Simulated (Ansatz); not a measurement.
Reactions of `O=C1SC1O`.

Calculated with Ansatz (gas phase, PBE0-D4/def2-TZVP geometries, no zero-point term in ΔE). CCSD(T)/CBS adds triple-zeta CCSD(T) − MP2 to the extrapolated MP2 energy (def2 sets, frozen cores). This one scheme is used for every species, atoms too. Functionals use def2-TZVPP. Open shells (•) are unrestricted, without spin–orbit coupling. Spin–orbit coupling would lower the free atoms: a little for C, O, S. Each species was taken in one conformer, which may not be the lowest.

| reaction | PBE-D4 (kcal/mol) | B97M-V (kcal/mol) | PBE0-D4 (kcal/mol) |
| --- | --- | --- | --- |
| `O=C1SC1O` → `O=COC=S` | -4.9 | -7.6 | -6.5 |
| `O=C1SC1O` → `O=C1OCS1` | -15.6 | -17.0 | -18.3 |
| `O=C1SC1O` → 2 C• + 2 H• + 2 O• + S• | 736.0 | 698.0 | 701.4 |
| `O=C1SC1O` → `S=C1OCO1` | 4.3 | 1.7 | 1.3 |

**Question.** Give the CCSD(T)/CBS values in the same order. (An estimate is asked.)

**Answer.** Ansatz gave: -10.7, -18.6, 689.7, 1.0 kcal/mol.

Largest T1 diagnostic: 0.018, for `O=COC=S`.
